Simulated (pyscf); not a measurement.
AsH₃ + AsH₃ → H₂As–AsH₂ + hydrogen (H₂), a four-centre exchange (singlet surface; As–H, As–H broken, As–As, H–H formed). Structures and frequencies: ωB97X-D3(BJ)/def2-SVP in PySCF. Energies in eV from the separated reactants.

Small-basis levels: PySCF, no dispersion term, spherical d functions. AM1 to PM7: differences of heats of formation from MOPAC, which are fitted to 298 K values and so differ in kind from electronic energies by zero-point and thermal terms. GFN2-xTB: tblite. 

| level | barrier | reaction energy |
|---|---|---|
| HF/STO-3G | 5.34 | -0.09 |
| HF/3-21G | … | +0.04 |
| MP2/6-31G*+LANL2DZ | … | +0.06 |
| B3LYP/6-311+G**+LANL2DZ | 2.79 | +0.31 |
| GFN2-xTB | 2.13 | +0.06 |
| AM1 | 1.94 | -0.10 |
| PM6 | 2.52 | -1.33 |
| ωB97M-D3(BJ)/def2-TZVP | … | -0.05 |

### Question
Complete the blanks.

### Answer

- HF/3-21G, barrier: 3.49
- MP2/6-31G*+LANL2DZ, barrier: 3.12
- ωB97M-D3(BJ)/def2-TZVP, barrier: 2.76

Against the last row the barrier runs from -0.82 (AM1) to +2.57 eV (HF/STO-3G). ωB97M-D3(BJ)/def2-TZVP has limits of its own. From the product side, AsH₂• + AsH₂• + H₂ lies, by one bond made or cut, 0.65 eV under this saddle at ωB97M-D3(BJ)/def2-TZVP. This is the saddle that the search found; another between the same sides may lie lower. In the def2 sets elements up to Kr have no core potential.
